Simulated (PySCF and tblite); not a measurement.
Results of a calculation; reference values are marked as such.
C₆H₁₄, numbered as in [CH3:1][CH2:2][CH2:3][CH2:4][CH2:5][CH3:6].

Search: ETKDG and KDG, MMFF94s, GFN2-xTB, 150 starts; geometries at PBE0-D3(BJ)/def2-SVP. Energies: PBE0-D3(BJ)/def2-TZVP, with GFN2-xTB thermal terms (modes under about 100 cm⁻¹ blended into free rotors). Symmetry numbers and mirror images are counted. Conformers within 4 kcal/mol (GFN2-xTB free energy) were kept, 7 at most. (PySCF 2.14, tblite 0.8.)

Torsions listed: C1–C2–C3–C4, C2–C3–C4–C5, C3–C4–C5–C6. Of a mirror pair one member is shown.

| conformer | shape | symmetry | E(GFN2) kcal/mol |
| --- | --- | --- | --- |
| 1 | 177°, 66°, 177° | C2 (pair) | 0.51 |
| 2 | 180°, 180°, 180° | C2h | 0.00 |
| 3 | -65°, -174°, -65° | C2 (pair) | 1.04 |
| 4 | 65°, 177°, 180° | C1 (pair) | 0.55 |
| 5 | -176°, -60°, -59° | C1 (pair) | 1.07 |
| 6 | 89°, -62°, -174° | C1 (pair) | 2.47 |
| 7 | -65°, 180°, 65° | Ci | 1.21 |

(1) Which of these conformers is the most populated at 298.15 K, and with what share?

(2) Give the DFT energies and free energies relative to the lowest, and all weights.

(3) How does its share change from 150 K to 400 K?

## Answers

(1) Conformer 4, about 36 %. The lead over the next is within the error of the method.

(2) 
```json
{"conformer": "1", "shape": "177°, 66°, 177°", "E(DFT) kcal/mol": "0.59", "G(298.15 K) kcal/mol": "0.50", "weight %": "15.6"}
{"conformer": "2", "shape": "180°, 180°, 180°", "E(DFT) kcal/mol": "0.00", "G(298.15 K) kcal/mol": "0.17", "weight %": "27.3"}
{"conformer": "3", "shape": "-65°, -174°, -65°", "E(DFT) kcal/mol": "1.17", "G(298.15 K) kcal/mol": "1.20", "weight %": "4.8"}
{"conformer": "4", "shape": "65°, 177°, 180°", "E(DFT) kcal/mol": "0.56", "G(298.15 K) kcal/mol": "0.00", "weight %": "36.1"}
{"conformer": "5", "shape": "-176°, -60°, -59°", "E(DFT) kcal/mol": "0.98", "G(298.15 K) kcal/mol": "0.73", "weight %": "10.6"}
{"conformer": "6", "shape": "89°, -62°, -174°", "E(DFT) kcal/mol": "2.76", "G(298.15 K) kcal/mol": "2.44", "weight %": "0.6"}
{"conformer": "7", "shape": "-65°, 180°, 65°", "E(DFT) kcal/mol": "1.27", "G(298.15 K) kcal/mol": "1.16", "weight %": "5.1"}
```

(3) From 27 % to 36 %; the mixing entropy goes from 2.89 to 4.32 cal/(mol K).
